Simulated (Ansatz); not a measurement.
Compare A (`C=CCC(=O)O`) with its isomer B (`C=CC(=O)OC`).

Computed with Ansatz on PBE0-D4/def2-TZVP structures; ΔE is electronic, products minus reactants. CBS: MP2 limit from def2 TZ/QZ plus the TZ coupled-cluster correction, frozen cores. Functionals use def2-TZVPP. B3LYP here is the variant with VWN-RPA as its local correlation; programs differ in this. One conformer a species, not always the lowest.

A:

Z-matrix (Å, degrees):
```
C
C 1 1.491
C 1 1.505 2 113.1
H 1 1.099 2 110.5 3 118.1
H 1 1.092 2 112.0 3 -124.1
C 2 1.324 1 123.9 3 132.6
H 2 1.086 1 115.9 3 -47.2
O 3 1.199 1 125.9 2 16.8
O 3 1.344 1 111.3 2 -164.6
H 6 1.083 2 121.3 1 179.3
H 6 1.086 2 121.7 1 -0.8
H 9 0.968 3 106.6 1 -178.0
```

B:

```xyz
12

C    -1.575   -1.925    0.142
C    -1.252   -0.683   -0.189
C     0.102   -0.158    0.092
O     0.997   -0.766    0.619
O     0.213    1.112   -0.323
C     1.483    1.712   -0.098
H    -0.845   -2.567    0.623
H    -2.561   -2.327   -0.057
H    -1.950   -0.009   -0.671
H     2.266    1.159   -0.618
H     1.408    2.725   -0.487
H     1.715    1.728    0.968
```

Problem. Which is lower in electronic energy at CCSD(T)/CBS, and by how much? (An estimate is asked.)

Solution. The calculation gave: A, by 39.3 kJ/mol.

Problem. Give E(B) − E(A) in kJ/mol with r2SCAN-D4, LDA (SPW92), PBE0-D4, ωB97M-V, CCSD/def2-TZVPP, B3LYP, HF/def2-TZVPP. (Best estimate.)

Solution. Ansatz gave: r2SCAN-D4 34.0, LDA (SPW92) 38.3, PBE0-D4 39.5, ωB97M-V 39.3, CCSD/def2-TZVPP 39.3, B3LYP 31.6, HF/def2-TZVPP 33.6. None reverses the order clearly.

Problem. Does the order hold for the free energy at 298.15 K (harmonic terms from PBE0-D4)? (An estimate is asked.)

Solution. Ansatz gave: Yes: G(B) − G(A) = +41.0 kJ/mol, for one conformer each. Modes under 60 cm⁻¹, often nearly free rotors, make the harmonic entropy too high.

Largest T1 diagnostic: 0.015.

From PBE to PBE0 (25 % exact exchange), in def2-TZVPP and without D4, E(B) − E(A) moves by +3.8 kJ/mol. At CCSD(T), def2-SVP lies −4.0 kJ/mol from the extrapolated value and def2-TZVPP −1.6 kJ/mol.
